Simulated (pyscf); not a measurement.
# Routes from `[CH]=[CH][NH2]` [doublet]

Candidate steps break at most two bonds and form at most two. Each was searched with GFN2-xTB (tblite) first. Optimised with ωB97X-D3(BJ)/def2-SVP in PySCF. Correlated levels are frozen-core, on RHF or UHF. ΔMP2 is the change of the MP2 total energy from the triple- to the quadruple-zeta basis. Energies: CCSD(T)/def2-TZVPP + ΔMP2(QZVPP), kcal/mol, from the reactant's lowest minimum found, doublet surface; ΔG‡ with ideal gas, 1 atm, RRHO with modes under 100 cm⁻¹ raised to 100, one conformer, R ln 2 for chiral ones without a mode under 150 cm⁻¹.

```
products                type   ΔE‡     ΔE  ΔG‡ 298 K  ΔG‡ 900 K  ν‡ (cm⁻¹)
------------  --------------  ----  -----  ---------  ---------  ---------
HC≡CH + NH₂•   bond scission  33.6  +28.1       30.0       28.2       522i
•H₂C–CH=NH    hydrogen shift  41.3  -23.6       38.1       39.7      1780i
```

Row 1: On the reactant side the descent ends in a point that may be a rotor saddle (no frequency run), 1.3 kcal/mol over the lowest minimum found and 35.5 kcal/mol under the saddle at ωB97X-D3(BJ)/def2-TZVP. 

Plain bond fissions and candidates not yet searched are not listed, and one of them may be faster. Each barrier is that of the saddle found; lower ones may exist. The CCSD(T) − MP2 part came from Ansatz, without density fitting, on the same reference. A UHF reference is spin-contaminated (<S²> up to 1.01), which harms MP2 most.
